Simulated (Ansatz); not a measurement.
Relaxation of AlClH2N (5 atoms, charge -1, multiplicity 1), to a largest force component of 0.015 eV/Å in at most 40 steps.

Method: RKS B3LYP-D4/cc-pVDZ (Ansatz).

```xyz
5
Properties=species:S:1:pos:R:3:forces:R:3
N -1.313 -0.294 -0.440 -0.34 -0.11 -0.56
Al 0.289 0.061 0.042 -0.28 0.04 1.19
Cl 1.890 0.271 -1.334 1.09 0.12 -1.29
H -1.979 -0.366 0.327 -0.34 -0.04 0.32
H 1.113 0.329 1.405 -0.14 0.00 0.33
```

Q: Where does it end, and by what steps?

A: The run converged. Limits of this set-up: an anion without diffuse functions, the dipole of an ion depends on the origin. After 6 steps the energy has fallen by 0.136 eV; Cl3 moved furthest, 0.13 Å.

```csv
step,energy less start (eV),largest force component (eV/Å),accepted
0,0.0000,1.291,yes
1,-0.1211,0.500,yes
2,-0.1344,0.199,yes
3,-0.1359,0.025,yes
4,-0.1361,0.037,yes
5,-0.1361,0.017,yes
6,-0.1363,0.001,yes
```

```xyz
5
Properties=species:S:1:pos:R:3
N -1.308 -0.294 -0.450
Al 0.303 0.067 0.087
Cl 1.922 0.268 -1.460
H -1.984 -0.367 0.326
H 1.066 0.327 1.497
```

Whether the end is a true minimum wasn't checked by a vibrational analysis.

The run took 12 s on 1 thread of AMD EPYC 7R43 64-Core Processor (Zen 3) (shared host), peak memory 0.14 GiB.
